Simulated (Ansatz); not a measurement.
C$_{2}$H$_{6}$S (`CCS`), relaxed with RKS PBE0-D4/def2-TZVP in Ansatz from a PBE-D4/def2-SVP geometry. The force threshold is 0.005 eV/Å; the program also tests the step.

Total charge 0; spin multiplicity 1.

Start:

```xyz
9

C     0.783    0.366   -0.448
C    -0.193   -0.014    0.658
S    -1.289   -1.431    0.250
H     1.412   -0.499   -0.740
H     1.451    1.190   -0.118
H     0.247    0.713   -1.356
H     0.347   -0.353    1.566
H    -0.817    0.850    0.968
H    -1.941   -0.822   -0.781
```

How much energy does the relaxation release, and in how many steps? (Best estimate.)

Computed: 0.89 kcal/mol, in 5 steps.

Which bonds change most? (Estimate.)

Ansatz gave: C2–S3 from 1.838 to 1.813 Å; S3–H9 from 1.363 to 1.343 Å; C2–H8 from 1.110 to 1.092 Å; C2–H7 from 1.110 to 1.093 Å.

Give the relaxed structure. (Best estimate.)

Ansatz gave: 
```xyz
9

C     0.773    0.362   -0.446
C    -0.192   -0.013    0.659
S    -1.280   -1.404    0.251
H     1.389   -0.492   -0.732
H     1.432    1.173   -0.121
H     0.238    0.702   -1.336
H     0.346   -0.350    1.547
H    -0.803    0.840    0.963
H    -1.904   -0.819   -0.785
```
